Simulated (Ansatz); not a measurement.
Ansatz (an electronic-structure program) input (B3LYP-D3(BJ)/def2-TZVP):

Ansatz 0.2 input:
```yaml
crystal:
  periodic: [false, false, false]
  atoms:
    - {symbol: C, position_ang: [-1.12170049, -0.06477832, -0.00321981]}
    - {symbol: S, position_ang: [0.70892160, 0.04094030, 0.00203494]}
    - {symbol: H, position_ang: [-1.49834475, -0.72773810, -0.79531264]}
    - {symbol: H, position_ang: [-1.51919535, -0.45321230, 0.94541316]}
    - {symbol: H, position_ang: [-1.59500260, 0.91457557, -0.16334069]}
basis:
  gaussian:
    orbitals: def2-TZVP
hamiltonian:
  xc: b3lyp
  dispersion: d3bj
total_charge: -1
phonons: {temperatures: {t_min: 298.15, t_max: 298.15, t_step: 100}}
```

Output:

```
Functional definition: B3LYP
integrals: 0.02 GiB planned
583 factors; their error is unknown
mean field: 0.19 GiB planned
mean field evaluation 1: about -11922.2202 eV, gradient 1.8e1 eV
mean field evaluation 2: about -11922.0925 eV, gradient 2.0e1 eV
mean field evaluation 4: about -11923.0117 eV, gradient 6.9e-1 eV
mean field evaluation 8: about -11923.0241 eV, gradient 2.4e-1 eV
mean field evaluation 16: about -11923.0242 eV, gradient 4.9e-5 eV
mean field -11923.02419646 eV, -438.1630575039 hartree, gradient 4.9e-5 eV, S^2 0.000000; 0 other end points of the search recorded, 0 dependent functions left out
the calculation of the forces begins
reference -11923.02440648 eV, -438.1630652220 hartree; 13, 13 occupied and 73, 73 virtual orbitals, 583 factors
these checks for a lower state are left out or cut short: stability, starts, cluster_reference, orbital_swaps, neighbouring_geometries, increment
integrals: 0.02 GiB planned
583 factors; their error is unknown
mean field: 0.19 GiB planned
mean field -11923.02404972 eV, -438.1630521111 hartree, gradient 2.5e-6 eV, S^2 0.000000; 0 other end points of the search recorded, 0 dependent functions left out
the calculation of the forces begins
reference -11923.02425973 eV, -438.1630598288 hartree; 13, 13 occupied and 73, 73 virtual orbitals, 583 factors
these checks for a lower state are left out or cut short: stability, starts, cluster_reference, orbital_swaps, neighbouring_geometries, increment
integrals: 0.02 GiB planned
583 factors; their error is unknown
mean field: 0.19 GiB planned
mean field evaluation 32: about -11923.0241 eV, gradient 2.5e-6 eV
mean field -11923.02405067 eV, -438.1630521463 hartree, gradient 2.5e-6 eV, S^2 0.000000; 0 other end points of the search recorded, 0 dependent functions left out
the calculation of the forces begins
reference -11923.02426070 eV, -438.1630598647 hartree; 13, 13 occupied and 73, 73 virtual orbitals, 583 factors
these checks for a lower state are left out or cut short: stability, starts, cluster_reference, orbital_swaps, neighbouring_geometries, increment
integrals: 0.02 GiB planned
583 factors; their error is unknown
mean field: 0.19 GiB planned
mean field -11923.02407412 eV, -438.1630530079 hartree, gradient 2.5e-6 eV, S^2 0.000000; 0 other end points of the search recorded, 0 dependent functions left out
the calculation of the forces begins
reference -11923.02428393 eV, -438.1630607184 hartree; 13, 13 occupied and 73, 73 virtual orbitals, 583 factors
these checks for a lower state are left out or cut short: stability, starts, cluster_reference, orbital_swaps, neighbouring_geometries, increment
integrals: 0.02 GiB planned
583 factors; their error is unknown
mean field: 0.19 GiB planned
mean field -11923.02407875 eV, -438.1630531781 hartree, gradient 2.6e-6 eV, S^2 0.000000; 0 other end points of the search recorded, 0 dependent functions left out
the calculation of the forces begins
reference -11923.02428898 eV, -438.1630609037 hartree; 13, 13 occupied and 73, 73 virtual orbitals, 583 factors
these checks for a lower state are left out or cut short: stability, starts, cluster_reference, orbital_swaps, neighbouring_geometries, increment
integrals: 0.02 GiB planned
583 factors; their error is unknown
mean field: 0.19 GiB planned
mean field -11923.02419303 eV, -438.1630573779 hartree, gradient 2.5e-6 eV, S^2 0.000000; 0 other end points of the search recorded, 0 dependent functions left out
the calculation of the forces begins
reference -11923.02440305 eV, -438.1630650958 hartree; 13, 13 occupied and 73, 73 virtual orbitals, 583 factors
these checks for a lower state are left out or cut short: stability, starts, cluster_reference, orbital_swaps, neighbouring_geometries, increment
integrals: 0.02 GiB planned
583 factors; their error is unknown
mean field: 0.19 GiB planned
mean field -11923.02418950 eV, -438.1630572482 hartree, gradient 2.5e-6 eV, S^2 0.000000; 0 other end points of the search recorded, 0 dependent functions left out
the calculation of the forces begins
reference -11923.02439953 eV, -438.1630649665 hartree; 13, 13 occupied and 73, 73 virtual orbitals, 583 factors
these checks for a lower state are left out or cut short: stability, starts, cluster_reference, orbital_swaps, neighbouring_geometries, increment
integrals: 0.02 GiB planned
583 factors; their error is unknown
mean field: 0.19 GiB planned
mean field evaluation 64: about -11923.0130 eV, gradient 1.1e-4 eV
mean field -11923.02418769 eV, -438.1630571816 hartree, gradient 2.6e-6 eV, S^2 0.000000; 0 other end points of the search recorded, 0 dependent functions left out
the calculation of the forces begins
reference -11923.02439782 eV, -438.1630649037 hartree; 13, 13 occupied and 73, 73 virtual orbitals, 583 factors
these checks for a lower state are left out or cut short: stability, starts, cluster_reference, orbital_swaps, neighbouring_geometries, increment
integrals: 0.02 GiB planned
583 factors; their error is unknown
mean field: 0.19 GiB planned
mean field -11923.02414384 eV, -438.1630555699 hartree, gradient 2.5e-6 eV, S^2 0.000000; 0 other end points of the search recorded, 0 dependent functions left out
the calculation of the forces begins
reference -11923.02435375 eV, -438.1630632840 hartree; 13, 13 occupied and 73, 73 virtual orbitals, 583 factors
these checks for a lower state are left out or cut short: stability, starts, cluster_reference, orbital_swaps, neighbouring_geometries, increment
integrals: 0.02 GiB planned
583 factors; their error is unknown
mean field: 0.19 GiB planned
mean field -11923.02416708 eV, -438.1630564242 hartree, gradient 2.5e-6 eV, S^2 0.000000; 0 other end points of the search recorded, 0 dependent functions left out
the calculation of the forces begins
reference -11923.02437716 eV, -438.1630641443 hartree; 13, 13 occupied and 73, 73 virtual orbitals, 583 factors
these checks for a lower state are left out or cut short: stability, starts, cluster_reference, orbital_swaps, neighbouring_geometries, increment
integrals: 0.02 GiB planned
583 factors; their error is unknown
mean field: 0.19 GiB planned
mean field -11923.02418495 eV, -438.1630570809 hartree, gradient 2.5e-6 eV, S^2 0.000000; 0 other end points of the search recorded, 0 dependent functions left out
the calculation of the forces begins
reference -11923.02439492 eV, -438.1630647970 hartree; 13, 13 occupied and 73, 73 virtual orbitals, 583 factors
these checks for a lower state are left out or cut short: stability, starts, cluster_reference, orbital_swaps, neighbouring_geometries, increment
integrals: 0.02 GiB planned
583 factors; their error is unknown
mean field: 0.19 GiB planned
mean field evaluation 96: about -11923.0241 eV, gradient 2.6e-6 eV
mean field -11923.02414947 eV, -438.1630557771 hartree, gradient 2.5e-6 eV, S^2 0.000000; 0 other end points of the search recorded, 0 dependent functions left out
the calculation of the forces begins
reference -11923.02435950 eV, -438.1630634956 hartree; 13, 13 occupied and 73, 73 virtual orbitals, 583 factors
these checks for a lower state are left out or cut short: stability, starts, cluster_reference, orbital_swaps, neighbouring_geometries, increment
integrals: 0.02 GiB planned
583 factors; their error is unknown
mean field: 0.19 GiB planned
mean field -11923.02415675 eV, -438.1630560446 hartree, gradient 2.5e-6 eV, S^2 0.000000; 0 other end points of the search recorded, 0 dependent functions left out
the calculation of the forces begins
reference -11923.02436676 eV, -438.1630637623 hartree; 13, 13 occupied and 73, 73 virtual orbitals, 583 factors
these checks for a lower state are left out or cut short: stability, starts, cluster_reference, orbital_swaps, neighbouring_geometries, increment
integrals: 0.02 GiB planned
583 factors; their error is unknown
mean field: 0.19 GiB planned
mean field -11923.02413606 eV, -438.1630552844 hartree, gradient 2.5e-6 eV, S^2 0.000000; 0 other end points of the search recorded, 0 dependent functions left out
the calculation of the forces begins
reference -11923.02434611 eV, -438.1630630035 hartree; 13, 13 occupied and 73, 73 virtual orbitals, 583 factors
these checks for a lower state are left out or cut short: stability, starts, cluster_reference, orbital_swaps, neighbouring_geometries, increment
integrals: 0.02 GiB planned
583 factors; their error is unknown
mean field: 0.19 GiB planned
mean field -11923.02414408 eV, -438.1630555787 hartree, gradient 2.5e-6 eV, S^2 0.000000; 0 other end points of the search recorded, 0 dependent functions left out
the calculation of the forces begins
reference -11923.02435407 eV, -438.1630632958 hartree; 13, 13 occupied and 73, 73 virtual orbitals, 583 factors
these checks for a lower state are left out or cut short: stability, starts, cluster_reference, orbital_swaps, neighbouring_geometries, increment
integrals: 0.02 GiB planned
583 factors; their error is unknown
mean field: 0.19 GiB planned
mean field -11923.02411990 eV, -438.1630546905 hartree, gradient 2.5e-6 eV, S^2 0.000000; 0 other end points of the search recorded, 0 dependent functions left out
the calculation of the forces begins
reference -11923.02432993 eV, -438.1630624087 hartree; 13, 13 occupied and 73, 73 virtual orbitals, 583 factors
these checks for a lower state are left out or cut short: stability, starts, cluster_reference, orbital_swaps, neighbouring_geometries, increment
integrals: 0.02 GiB planned
583 factors; their error is unknown
mean field: 0.19 GiB planned
mean field evaluation 128: about -11923.0129 eV, gradient 9.4e-5 eV
mean field -11923.02411079 eV, -438.1630543554 hartree, gradient 2.5e-6 eV, S^2 0.000000; 0 other end points of the search recorded, 0 dependent functions left out
the calculation of the forces begins
reference -11923.02432080 eV, -438.1630620733 hartree; 13, 13 occupied and 73, 73 virtual orbitals, 583 factors
these checks for a lower state are left out or cut short: stability, starts, cluster_reference, orbital_swaps, neighbouring_geometries, increment
integrals: 0.02 GiB planned
583 factors; their error is unknown
mean field: 0.19 GiB planned
mean field -11923.02417035 eV, -438.1630565441 hartree, gradient 2.5e-6 eV, S^2 0.000000; 0 other end points of the search recorded, 0 dependent functions left out
the calculation of the forces begins
reference -11923.02438038 eV, -438.1630642630 hartree; 13, 13 occupied and 73, 73 virtual orbitals, 583 factors
these checks for a lower state are left out or cut short: stability, starts, cluster_reference, orbital_swaps, neighbouring_geometries, increment
integrals: 0.02 GiB planned
583 factors; their error is unknown
mean field: 0.19 GiB planned
mean field -11923.02418351 eV, -438.1630570278 hartree, gradient 2.5e-6 eV, S^2 0.000000; 0 other end points of the search recorded, 0 dependent functions left out
the calculation of the forces begins
reference -11923.02439351 eV, -438.1630647452 hartree; 13, 13 occupied and 73, 73 virtual orbitals, 583 factors
Total energy: -11923.13769143 eV, -438.1672283669 hartree
Atom 0 at    -1.121700    -0.064778    -0.003220 Å, force     0.000044     0.000037    -0.000005 eV/Å
Atom 1 at     0.708922     0.040940     0.002035 Å, force    -0.000020     0.000005    -0.000001 eV/Å
Atom 2 at    -1.498345    -0.727738    -0.795313 Å, force    -0.000010    -0.000137    -0.000192 eV/Å
Atom 3 at    -1.519195    -0.453212     0.945413 Å, force    -0.000015    -0.000071     0.000224 eV/Å
Atom 4 at    -1.595003     0.914576    -0.163341 Å, force     0.000001     0.000166    -0.000026 eV/Å
Dipole moment:    -0.599597    -0.034631    -0.001720 e Å
Vibrations: 685.84 920.77 920.77 1313.70 1473.90 1473.93 2921.93 2944.77 2944.80 cm⁻¹, zero-point energy 0.967102 eV
```
